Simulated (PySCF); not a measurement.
## Molecular orbitals of NaC

PBE0 at R = 2.234 Å; basis Na def2-TZVP, C def2-TZVP; no relativity; PySCF 2.14. State: ⁴Σ⁻ (quartet), unpaired electrons σ ↑, π ↑↑. Only the outer orbitals are listed, counted within each symmetry.

```tsv
spin	orbital	occ.	ε (eV)	on Na (%)	main shells (%)
α	1π	1	-32.57	100	100 Na p
α	1π	1	-32.57	100	100 Na p
α	4σ	1	-32.53	100	100 Na p
α	5σ	1	-13.95	3	97 C s
α	6σ	1	-4.99	15	84 C p, 14 Na s
α	2π	1	-4.66	7	93 C p
α	2π	1	-4.66	7	93 C p
α	7σ	0	-1.66	92	69 Na s, 23 Na p
α	3π	0	0.17	99	97 Na p
α	3π	0	0.17	99	97 Na p
β	1π	1	-32.51	100	100 Na p
β	1π	1	-32.51	100	100 Na p
β	4σ	1	-32.46	100	100 Na p
β	5σ	1	-9.69	6	93 C s
β	6σ	0	-1.41	91	72 Na s, 18 Na p
β	2π	0	0.08	68	68 Na p, 32 C p
β	2π	0	0.08	68	68 Na p, 32 C p
```

Question: Which are the highest filled and the lowest empty level, where do they sit, and how wide is the gap?

Answer: Highest filled α 2π at -4.66 eV (in %: 93 C p); lowest empty α 7σ at -1.66 eV (in %: 69 Na s, 23 Na p); the gap at PBE0 is 3.00 eV.

The bond order (Mayer) is 0.67. The ⟨S²⟩ is 3.752 and the charge on Na (Mulliken, basis-dependent) is 0.63. The charge on Na (Löwdin, basis-dependent) is 0.35, the dipole moment (positive dipole means Na(−)C(+)) is -7.53 D and the polarisability along the bond is 61.4 bohr³. The polarisability across the bond is 35.4 bohr³.

The state was picked by a PBE0 search and need not be the measured ground state.
